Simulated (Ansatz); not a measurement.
Molecule: C₂HO, net charge 0, doublet state. It need not be the lowest isomer of its formula. SMILES: [CH]=C=O
Structure (B3LYP-D3(BJ)/def2-TZVP (Ansatz, a quantum-chemistry and plane-wave program) minimum search):
```
C
O 1 1.1710
C 1 1.2878 2 170.77
H 3 1.0711 1 137.10 2 -180.00
```
Charge 0, spin multiplicity 2.

Problem. Give the harmonic wavenumbers at B3LYP-D3(BJ)/def2-TZVP (Ansatz, finite differences of forces, unscaled).

Solution. 474, 504, 566, 1265, 2082, 3345 cm⁻¹. Zero-point energy 11.8 kcal/mol.

Problem. From these and the geometry, give the ideal-gas thermochemistry at 298.15 K and 1 atm (rigid rotor, harmonic oscillator).

Solution. Point group Cs, rotational symmetry number 1. Rotational constants 1166, 10.95, 10.85 GHz. S(trans) 37.06, S(rot) 18.39, S(vib) 1.92, S(elec, spin only) 1.38, S 58.7 cal/(mol K). H(298) - H(0) 2.78 kcal/mol; G - E(el) -3.0 kcal/mol.
